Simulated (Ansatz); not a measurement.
System: hcp Y. Method: HSE06-D3(BJ) (plane waves, PAW; Ansatz, a first-principles code).

Numerical settings: plane-wave cutoff 460 eV, 9×9×6 k mesh (along the axes of the cell as run), Fermi–Dirac smearing 0.05 eV, scalar-relativistic PAW data made under PBE.

Computed at the level's own relaxed cell.

Task: Give the computed lattice parameter a and lattice parameter c.

Result: 
- lattice parameter a: 3.622 Å
- lattice parameter c: 5.561 Å

Measured, for comparison: lattice constant a 3.648 Å, lattice parameter c 5.732 Å (293 K, not corrected to a static lattice; as tabulated in Wikipedia's data pages). Computed (rounded) less measured: lattice constant a -0.7 %, lattice parameter c -3.0 %. A static lattice is as a rule a little smaller and stiffer than an uncorrected measurement, which narrows the difference in the lattice constant a and would widen misses of the other sign.

Computed values are for the static lattice.

Computing time: roughly 29 core-minutes.
